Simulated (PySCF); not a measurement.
A series of substituents X on one scaffold: NC-X. All species are isolated molecules in the gas phase. Strings in code marks are SMILES.

The numbers are results of B3LYP-D3(BJ)/def2-TZVP run with PySCF, not measurements. All candidates: neutral, multiplicity 1. B3LYP has the VWN-RPA correlation part, as in Gaussian. Excitations are Tamm–Dancoff values on a coarser integration grid. The basis has no diffuse functions, so Rydberg states are missing or too high.

```
Item                  Result
-------------------  -------
HOMO–LUMO gap        8.41 eV
dipole moment         4.64 D
T1 excitation (TDA)  6.60 eV
```

Q: Identify which member has these values.
A) `COC#N`
B) `C=CC#N`
C) `N#CO`
D) `N#CS`

A: A, `COC#N`. The others give `N#CS`: 6.77 eV, 3.56 D, 4.87 eV; `N#CO`: 7.95 eV, 4.01 D, 6.38 eV; `C=CC#N`: 6.29 eV, 4.01 D, 3.77 eV
